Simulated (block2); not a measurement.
# PN (phosphorus nitride): DMRG/ANO-RCC-MB, part 2 of 2

block2 0.5.4. The steps go on from the part before.

## (3) The triplet: a single-point energy at DMRG/ANO-RCC-MB

mol.xyz reads:

```xyz
2
NP
N      0.000000     0.000000     0.000000
P      0.000000     0.000000     1.490866
```

dmrg.py reads:

```python
import numpy as np
from pyscf import cc, dft, gto, mcscf, mp, scf
from pyblock2._pyscf.ao2mo import integrals as itg
from pyblock2.driver.core import DMRGDriver, SymmetryTypes

mol = gto.M(atom="mol.xyz", basis="ano-rcc-mb", charge=0, spin=2, verbose=3, max_memory=2000)
print("basis functions          = %d" % (mol.nao))
mf = scf.ROHF(mol)
mf.conv_tol = 1e-10
mf.max_cycle = 200
mf.kernel()
if not mf.converged:
    mf = mf.newton().run(mf.mo_coeff, mf.mo_occ)
print("E(SCF)                   = %.10f" % (mf.e_tot))
ref = scf.UHF(mol).run(mf.make_rdm1(), conv_tol=1e-10)
pt = mp.MP2(ref, frozen=6).run()
mycc = cc.CCSD(ref, frozen=6)
mycc.max_cycle = 150
mycc.kernel()
print(f"E(MP2)                   = {pt.e_tot:.10f}")
if mycc.converged:
    print(f"E(CCSD)                  = {mycc.e_tot:.10f}")
    print("CCSD(T) total energy     = %.10f" % (mycc.e_tot + mycc.ccsd_t()))
ks = dft.UKS(mol, xc="pbe0").set(conv_tol=1e-9, verbose=3).run(mf.make_rdm1())
if ks.converged:
    print("E(PBE0)                  = %.8f" % (ks.e_tot))
ks = dft.UKS(mol, xc="pbe").set(conv_tol=1e-9, verbose=3).run(mf.make_rdm1())
if ks.converged:
    print(f"E(PBE)                   = {ks.e_tot:.8f}")
ks = dft.UKS(mol, xc="tpss").set(conv_tol=1e-9, verbose=3).run(mf.make_rdm1())
if ks.converged:
    print(f"E(TPSS)                  = {ks.e_tot:.8f}")
ks = dft.UKS(mol, xc="hse06").set(conv_tol=1e-9, verbose=3).run(mf.make_rdm1())
if ks.converged:
    print(f"E(HSE06)                 = {ks.e_tot:.8f}")
occ_no, mo = mcscf.addons.make_natural_orbitals(mp.MP2(mf.to_uhf(), frozen=6).run())
mf.mo_coeff = mo
ncas, n_elec, spin, ecore, h1e, g2e, orb_sym = itg.get_rhf_integrals(mf, ncore=6, ncas=8, pg_symm=False, g2e_symm=1)
drv = DMRGDriver(scratch="./tmp", symm_type=SymmetryTypes.SU2, stack_mem=1500 << 20, n_threads=1)
idx = drv.orbital_reordering(h1e, g2e, method="gaopt")
print("orbital order:", idx.tolist())
h1e = h1e[np.ix_(idx, idx)]
g2e = g2e[np.ix_(idx, idx, idx, idx)]
orb_sym = np.array(orb_sym)[idx]
drv.initialize_system(n_sites=ncas, n_elec=n_elec, spin=spin, orb_sym=orb_sym)
mpo = drv.get_qc_mpo(h1e=h1e, g2e=g2e, ecore=ecore, iprint=1)
occs = np.array([1.8] * 4 + [1.0] * 2 + [0.2] * 2)[idx]
mps = drv.get_random_mps(tag="GS", bond_dim=50, nroots=1, occs=occs)
bond_dims = [50] * 2 + [75] * 3 + [100] * 4
noises = [0.0001] * 2 + [0.0001] * 3 + [1e-05] * 4 + [0]
thrds = [1e-07] * 9
e = drv.dmrg(mpo, mps, n_sweeps=15, tol=1e-07, bond_dims=bond_dims, noises=noises, thrds=thrds, iprint=1)
ms, dws, es = drv.get_dmrg_results()
print("DW                       = %.3e" % (dws[-1]))
print("total energy             = %.10f" % (e))
dm1 = drv.get_1pdm(mps)
print("NOONs                    =", np.round(np.linalg.eigvalsh(dm1)[::-1], 5).tolist())
c_act = mf.mo_coeff[:, 6:14][:, idx]
dm_ao = c_act @ dm1 @ c_act.T + 2 * mf.mo_coeff[:, :6] @ mf.mo_coeff[:, :6].T
print("dipole moment (debye)    =", np.round(scf.hf.dip_moment(mol, dm_ao, verbose=0), 4).tolist())
print(f"max block entropy        = {max(drv.get_bipartite_entanglement(mps)):.4f}")
csf, coef = drv.get_csf_coefficients(mps, cutoff=0.08, iprint=1)
print("leading coefficient squared = %.4f" % (np.max(np.abs(coef)) ** 2))
ci = mcscf.CASCI(mf, 8, (6, 4))
ci.fix_spin_(ss=2)
ci.fcisolver.conv_tol = 1e-10
ci.fcisolver.max_cycle = 200
ci.kernel()
print(f"FCI energy               = {ci.e_tot:.10f}")
```

Launch:

```console
$ python dmrg.py
```

Output:

```text
basis functions          = 14
converged SCF energy = -394.706588203708
E(SCF)                   = -394.7065882037
SCF not converged.
SCF energy = -394.690944475862 after 50 cycles  <S^2> = 2.4312012  2S+1 = 3.2748748
E(UMP2) = -394.75119624988  E_corr = -0.0602517740174167
E(SCS-UMP2) = -394.747832033225  E_corr = -0.0568875573625414
E(UCCSD) = -394.8139832165448  E_corr = -0.1230387406826612
E(MP2)                   = -394.7511962499
E(CCSD)                  = -394.8139832165
UCCSD(T) correction = -0.00160196311081272
CCSD(T) total energy     = -394.8155851797

WARN: HOMO -0.190592453223309 >= LUMO -0.200456271355364

WARN: HOMO -0.190514598664667 >= LUMO -0.198042860964036

WARN: HOMO -0.192429478052855 >= LUMO -0.205427443605354

WARN: HOMO -0.193236860619238 >= LUMO -0.206659823508342

WARN: HOMO -0.193045652238175 >= LUMO -0.206425342956582

WARN: HOMO -0.19300538392283 >= LUMO -0.206062360357061

WARN: HOMO -0.192991516545922 >= LUMO -0.206050350780535

WARN: HOMO -0.192993001873632 >= LUMO -0.206065993968201

WARN: HOMO -0.192993408434967 >= LUMO -0.206066778505806

WARN: HOMO -0.192993417970162 >= LUMO -0.20606678663162

converged SCF energy = -395.430855462515  <S^2> = 2.0256778  2S+1 = 3.0170699
E(PBE0)                  = -395.43085546

WARN: HOMO -0.139699219707244 >= LUMO -0.25508448895411

WARN: HOMO -0.13315576739797 >= LUMO -0.244126331194235

WARN: HOMO -0.141563229256001 >= LUMO -0.261296596073312

WARN: HOMO -0.141734139571669 >= LUMO -0.261271193761404

WARN: HOMO -0.141704117367758 >= LUMO -0.261318627351666

WARN: HOMO -0.141714981905565 >= LUMO -0.261303154065543

WARN: HOMO -0.141711308985615 >= LUMO -0.261295177699021

WARN: HOMO -0.141711562933565 >= LUMO -0.261294542653238

WARN: HOMO -0.141711483254954 >= LUMO -0.26129442668638

converged SCF energy = -395.417243633521  <S^2> = 2.0086017  2S+1 = 3.005729
E(PBE)                   = -395.41724363

WARN: HOMO -0.147254345043155 >= LUMO -0.246029924180116

WARN: HOMO -0.142457189563188 >= LUMO -0.238317538154969

WARN: HOMO -0.148887069301425 >= LUMO -0.252773584157873

WARN: HOMO -0.149185679772892 >= LUMO -0.252984117342789

WARN: HOMO -0.149115343101151 >= LUMO -0.252980808703695

WARN: HOMO -0.149118128273938 >= LUMO -0.2528979712512

WARN: HOMO -0.149113661872762 >= LUMO -0.252888320873959

WARN: HOMO -0.14911458464315 >= LUMO -0.25288946464787

WARN: HOMO -0.149114626553954 >= LUMO -0.252889640474557

converged SCF energy = -395.666262916778  <S^2> = 2.0107784  2S+1 = 3.007177
E(TPSS)                  = -395.66626292

WARN: HOMO -0.175860774294735 >= LUMO -0.214943307486094

WARN: HOMO -0.175168164009527 >= LUMO -0.210160486391432

WARN: HOMO -0.177685490375834 >= LUMO -0.219415175044502

WARN: HOMO -0.178425457243605 >= LUMO -0.220405568658913

WARN: HOMO -0.178232408444011 >= LUMO -0.220138897587311

WARN: HOMO -0.178180332513178 >= LUMO -0.21979026316454

WARN: HOMO -0.178175459767031 >= LUMO -0.219799801575493

WARN: HOMO -0.178176896318395 >= LUMO -0.219810158105911

WARN: HOMO -0.178176979412241 >= LUMO -0.219810908861526

WARN: HOMO -0.178176984831532 >= LUMO -0.219810925813337

converged SCF energy = -395.453407303726  <S^2> = 2.0253911  2S+1 = 3.0168799
E(HSE06)                 = -395.45340730
E(UMP2) = -394.793905003813  E_corr = -0.0873168001041774
E(SCS-UMP2) = -394.790215487306  E_corr = -0.083627283597466
orbital order: [2, 4, 7, 0, 1, 5, 3, 6]
integral symmetrize error =  0.0
integral cutoff error =  0.0
mpo terms =       2617

Build MPO | Nsites =     8 | Nterms =       2617 | Algorithm = FastBIP | Cutoff = 1.00e-20
 Site =     0 /     8 .. Mmpo =    14 DW = 0.00e+00 NNZ =       14 SPT = 0.0000 Tmvc = 0.001 T = 0.002
 Site =     1 /     8 .. Mmpo =    38 DW = 0.00e+00 NNZ =      131 SPT = 0.7538 Tmvc = 0.001 T = 0.003
 Site =     2 /     8 .. Mmpo =    60 DW = 0.00e+00 NNZ =      258 SPT = 0.8868 Tmvc = 0.001 T = 0.003
 Site =     3 /     8 .. Mmpo =    90 DW = 0.00e+00 NNZ =      411 SPT = 0.9239 Tmvc = 0.001 T = 0.004
 Site =     4 /     8 .. Mmpo =    60 DW = 0.00e+00 NNZ =     1173 SPT = 0.7828 Tmvc = 0.001 T = 0.003
 Site =     5 /     8 .. Mmpo =    38 DW = 0.00e+00 NNZ =      259 SPT = 0.8864 Tmvc = 0.000 T = 0.001
 Site =     6 /     8 .. Mmpo =    14 DW = 0.00e+00 NNZ =      131 SPT = 0.7538 Tmvc = 0.000 T = 0.001
 Site =     7 /     8 .. Mmpo =     1 DW = 0.00e+00 NNZ =       14 SPT = 0.0000 Tmvc = 0.000 T = 0.000
Ttotal =      0.016 Tmvc-total = 0.004 MPO bond dimension =    90 MaxDW = 0.00e+00
NNZ =         2391 SIZE =        16452 SPT = 0.8547

Rank =     0 Ttotal =      0.017 MPO method = FastBipartite bond dimension =      90 NNZ =         2391 SIZE =        16452 SPT = 0.8547

Sweep =    0 | Direction =  forward | Bond dimension =   50 | Noise =  1.00e-04 | Dav threshold =  1.00e-07
Time elapsed =      0.302 | E =    -394.8117689994 | DW = 4.26782e-07

Sweep =    1 | Direction = backward | Bond dimension =   50 | Noise =  1.00e-04 | Dav threshold =  1.00e-07
Time elapsed =      0.603 | E =    -394.8166906141 | DE = -4.92e-03 | DW = 3.13585e-07

Sweep =    2 | Direction =  forward | Bond dimension =   75 | Noise =  1.00e-04 | Dav threshold =  1.00e-07
Time elapsed =      0.907 | E =    -394.8166907092 | DE = -9.51e-08 | DW = 6.51276e-08

Sweep =    3 | Direction = backward | Bond dimension =   75 | Noise =  1.00e-04 | Dav threshold =  1.00e-07
Time elapsed =      1.234 | E =    -394.8166907092 | DE = -1.07e-14 | DW = 4.90929e-08

Sweep =    4 | Direction =  forward | Bond dimension =   75 | Noise =  1.00e-04 | Dav threshold =  1.00e-07
Time elapsed =      1.579 | E =    -394.8166907052 | DE = 4.06e-09 | DW = 6.51054e-08

Sweep =    5 | Direction = backward | Bond dimension =  100 | Noise =  1.00e-05 | Dav threshold =  1.00e-07
Time elapsed =      1.970 | E =    -394.8166907052 | DE = -2.66e-12 | DW = 4.55909e-10

Sweep =    6 | Direction =  forward | Bond dimension =  100 | Noise =  1.00e-05 | Dav threshold =  1.00e-07
Time elapsed =      2.319 | E =    -394.8166907050 | DE = 1.70e-10 | DW = 4.28885e-10

Sweep =    7 | Direction = backward | Bond dimension =  100 | Noise =  1.00e-05 | Dav threshold =  1.00e-07
Time elapsed =      2.752 | E =    -394.8166907050 | DE = -5.97e-13 | DW = 4.00286e-10

Sweep =    8 | Direction =  forward | Bond dimension =  100 | Noise =  1.00e-05 | Dav threshold =  1.00e-07
Time elapsed =      3.163 | E =    -394.8166907049 | DE = 1.07e-10 | DW = 4.27980e-10

Sweep =    9 | Direction = backward | Bond dimension =  100 | Noise =  0.00e+00 | Dav threshold =  1.00e-08
Time elapsed =      3.529 | E =    -394.8166908122 | DE = -1.07e-07 | DW = 2.63258e-20

Sweep =   10 | Direction =  forward | Bond dimension =  100 | Noise =  0.00e+00 | Dav threshold =  1.00e-08
Time elapsed =      3.822 | E =    -394.8166908122 | DE = 1.42e-14 | DW = 4.14903e-20

DW                       = 4.149e-20
total energy             = -394.8166908122
NOONs                    = [1.99041, 1.9655, 1.96168, 1.88339, 1.03336, 1.01374, 0.12529, 0.02664]
dipole moment (debye)    = [0.0001, -0.0009, -0.1052]
max block entropy        = 0.3947
mps center changed (temporarily)
DTRIE T =      0.001
Number of CSF =          7 (cutoff =      0.08)
Sum of weights of included CSF =    0.952848096646764

CSF          0 2-022-20  =    0.929996579234179
CSF          1 2-022-02  =   -0.160133810414901
CSF          2 -2022-+-  =    0.147869449295246
CSF          3 2-02-2+-  =    0.108203462401877
CSF          4 2-022+--  =   -0.106401577374627
CSF          5 2-022-+-  =   -0.098879520263687
CSF          6 2-02-220  =   -0.087405969564298
leading coefficient squared = 0.8649
CASCI E = -394.816690819730  E(CI) = -24.7948469215046  S^2 = 2.0000000
FCI energy               = -394.8166908197
```

It took 28 s on 1 thread of Intel Xeon at 2.50GHz (Skylake/Cascade Lake), shared host; peak memory 0.28 GiB.

## (4) What came out

The summary covers parts 1 to 2.

Level: DMRG/ANO-RCC-MB, 6 core orbitals frozen.

| quantity | value |
| --- | --- |
| run 1, DMRG/ANO-RCC-MB: total energy | -394.96331 Eh |
| run 1, DMRG/ANO-RCC-MB: dipole moment (of the density that the program reports) | 1.14 D |
| run 1, DMRG/ANO-RCC-MB: T1 diagnostic of the CCSD step | 0.008 |
| triplet: total energy | -394.81669 Eh |
| triplet: dipole moment (of the density that the program reports) | 0.11 D |
| vertical energy of the triplet above the singlet | 3.990 eV |

At this shape the triplet lies 3.99 eV (92 kcal/mol) above the singlet. In a minimal basis such a difference can be off by several eV, whatever the method. The basis (run 1, DMRG/ANO-RCC-MB) was made for a relativistic Hamiltonian, but the run is non-relativistic. The basis (triplet) was made for a relativistic Hamiltonian, but the run is non-relativistic.
